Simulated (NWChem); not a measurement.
C₄H₉, doublet; SMILES C[C](C)C

```xyz
13

C      1.4310     0.3852     0.0050
C      0.0002     0.0001    -0.1523
C     -1.0486     1.0468     0.0055
C     -0.3818    -1.4315     0.0055
H      1.7245     0.4658     1.0742
H      1.6445     1.3664    -0.4496
H      2.1083    -0.3576    -0.4470
H     -1.2630     1.2622     1.0748
H     -2.0059     0.7404    -0.4467
H     -0.7449     2.0041    -0.4486
H     -0.4599    -1.7255     1.0747
H     -1.3634    -1.6469    -0.4473
H      0.3616    -2.1072    -0.4481
```
Atoms are numbered in this order, from 1.

Computed with NWChem. Pople sets run with spherical d functions. Spin-unrestricted. Geometry: optimised at PBE0/def2-SVP, spin-unrestricted. No frequency run checked for a minimum. No stability test was run on the SCF state. Level: M06-2X/6-31G* with SMD (1 M gas to 1 M solution), gas-phase geometry. Reactions with the solvent are ignored.

For solvent water:

| Quantity | Value |
|---|---|
| solvation free energy (kcal/mol) | 2.0 |
| cavity-dispersion-structure term (kcal/mol) | 3.0 |

**Question.** Estimate the same quantities for solvent methanol.

**Answer.** solvation free energy (kcal/mol): -1.7
cavity-dispersion-structure term (kcal/mol): -0.6
